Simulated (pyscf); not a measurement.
Thermochemistry of product channels of F–N•–F + silylene (SiH₂) [singlet] on the doublet surface, in kJ/mol, from CCSD(T)/def2-TZVPP + ΔMP2(QZVPP) energies (ideal gas, 1 atm, RRHO with modes under 100 cm⁻¹ raised to 100, one conformer, R ln 2 for rigid chiral ones). PySCF, gas phase, ωB97X-D3(BJ)/def2-SVP geometries. Correlated levels are frozen-core, on RHF or UHF. ΔMP2 is the change of the MP2 total energy from the triple- to the quadruple-zeta basis.

```
products                                 ΔE  ΔH(298 K)  ΔG(298 K)  ΔG(900 K)
-----------------------------------  ------  ---------  ---------  ---------
F–N(F)–SiH₂•                         -167.1     -155.8     -113.1      -30.4
F–N(F)–SiH: [singlet] + H atom (H•)     ___      +60.7      +76.1     +101.1
F–SiH: [singlet] + •HN–F             -327.2     -317.3     -321.3     -328.2
F–SiH₂• + :N–F [triplet]             -254.8     -249.9     -251.9     -256.0
F atom (F•) + F–N=SiH₂                -32.7      -25.0      -15.1       +1.3
fluorine (F–F) + [N=SiH₂]•           +105.9     +109.7     +113.0        ___
F–N•–SiH₂–F                             ___     -526.8     -483.2     -397.5
```

Question: Complete the blanks.

Answer: 
- F–N(F)–SiH: [singlet] + H atom (H•), ΔE: +64.0
- fluorine (F–F) + [N=SiH₂]•, ΔG(900 K): +118.7
- F–N•–SiH₂–F, ΔE: -541.0

The channel to F–N(F)–SiH₂• turns unfavourable between 298 and 1200 K (ΔG from -113.1 kJ/mol to +8.5 kJ/mol).

These are energies of the channels, which say nothing of barriers. F–N(F)–SiH₂• lies 828.8 kJ/mol over its isomer H₂N–Si•(F)–F, and others may lie lower still (electronic energy, ωB97M-D3(BJ)). F–N(F)–SiH: [singlet] lies 733.5 kJ/mol over its isomer HN=Si(F)–F, and others may lie lower still (electronic energy, ωB97M-D3(BJ)). The CCSD(T) − MP2 part came from Ansatz, without density fitting, on the same reference. An open-shell T1 diagnostic exceeds 0.045. A UHF reference is spin-contaminated (<S²> up to 1.21), which harms MP2 most. Left out: orbital degeneracy and the spin-orbit lowering of F.
